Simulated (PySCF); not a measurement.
NaAl⁺: frontier orbitals

B97-3 at R = 3.419 Å; Na def2-SVPD, Al def2-SVPD; no relativity (PySCF 2.14). State: ²Σ⁺ (doublet), unpaired electrons σ ↑. Only the outer orbitals are listed, counted within each symmetry.

```json
{"spin": "α", "orbital": "2π", "occ.": "1", "ε (eV)": "-38.31", "on Na (%)": "100", "main shells (%)": "100 Na p"}
{"spin": "α", "orbital": "2π", "occ.": "1", "ε (eV)": "-38.31", "on Na (%)": "100", "main shells (%)": "100 Na p"}
{"spin": "α", "orbital": "6σ", "occ.": "1", "ε (eV)": "-38.29", "on Na (%)": "100", "main shells (%)": "100 Na p"}
{"spin": "α", "orbital": "7σ", "occ.": "1", "ε (eV)": "-13.54", "on Na (%)": "4", "main shells (%)": "96 Al s"}
{"spin": "α", "orbital": "8σ", "occ.": "1", "ε (eV)": "-8.75", "on Na (%)": "20", "main shells (%)": "76 Al p, 14 Na s"}
{"spin": "α", "orbital": "3π", "occ.": "0", "ε (eV)": "-6.06", "on Na (%)": "5", "main shells (%)": "94 Al p"}
{"spin": "α", "orbital": "3π", "occ.": "0", "ε (eV)": "-6.06", "on Na (%)": "5", "main shells (%)": "94 Al p"}
{"spin": "α", "orbital": "9σ", "occ.": "0", "ε (eV)": "-4.71", "on Na (%)": "83", "main shells (%)": "80 Na s, 14 Al p"}
{"spin": "β", "orbital": "2π", "occ.": "1", "ε (eV)": "-38.30", "on Na (%)": "100", "main shells (%)": "100 Na p"}
{"spin": "β", "orbital": "2π", "occ.": "1", "ε (eV)": "-38.30", "on Na (%)": "100", "main shells (%)": "100 Na p"}
{"spin": "β", "orbital": "6σ", "occ.": "1", "ε (eV)": "-38.26", "on Na (%)": "100", "main shells (%)": "100 Na p"}
{"spin": "β", "orbital": "7σ", "occ.": "1", "ε (eV)": "-12.81", "on Na (%)": "3", "main shells (%)": "96 Al s"}
{"spin": "β", "orbital": "8σ", "occ.": "0", "ε (eV)": "-6.69", "on Na (%)": "54", "main shells (%)": "44 Na s, 42 Al p, 9 Na p"}
{"spin": "β", "orbital": "3π", "occ.": "0", "ε (eV)": "-6.00", "on Na (%)": "8", "main shells (%)": "91 Al p"}
{"spin": "β", "orbital": "3π", "occ.": "0", "ε (eV)": "-6.00", "on Na (%)": "8", "main shells (%)": "91 Al p"}
```

Task: Which are the highest filled and the lowest empty level, where do they sit, and how wide is the gap?

Result: Highest filled α 8σ at -8.75 eV (in %: 76 Al p, 14 Na s); lowest empty β 8σ at -6.69 eV (in %: 44 Na s, 42 Al p, 9 Na p); the gap at B97-3 is 2.06 eV.

```
bond order (Mayer)                                                                                                 : 0.42
⟨S²⟩                                                                                                               : 0.754
charge on Na (Mulliken, basis-dependent)                                                                           : 0.73
charge on Na (Löwdin, basis-dependent)                                                                             : 0.57
dipole moment (positive dipole points towards Al; it is taken about the centre of mass and depends on that origin) : -4.39 D
```

The state was picked by a PBE0 search and need not be the measured ground state.
